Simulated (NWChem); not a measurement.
Species: DMSO (C2H6OS); SMILES CS(C)=O

Program: NWChem. Structure relaxed at the PBE-D3(BJ)/def2-SVP level. Ions are spin-unrestricted doublets at the neutral geometry; other ion states weren't tried.

```csv
level,basis functions,"vertical ionisation energy, ΔSCF (eV)",−ε(HOMO) (eV),ΔSCF minus −ε(HOMO) (eV)
Hartree-Fock/STO-3G,30,2.64,5.53,-2.89
Hartree-Fock/def2-SVP,90,7.49,9.89,-2.40
Hartree-Fock/def2-SVPD,138,[?],[?],[?]
Hartree-Fock/def2-TZVP,166,7.63,10.04,-2.41
```

Task: What belongs in the gaps?

Result: 
- Hartree-Fock/def2-SVPD, vertical ionisation energy, ΔSCF (eV): 7.69
- Hartree-Fock/def2-SVPD, −ε(HOMO) (eV): 10.11
- Hartree-Fock/def2-SVPD, ΔSCF minus −ε(HOMO) (eV): -2.42
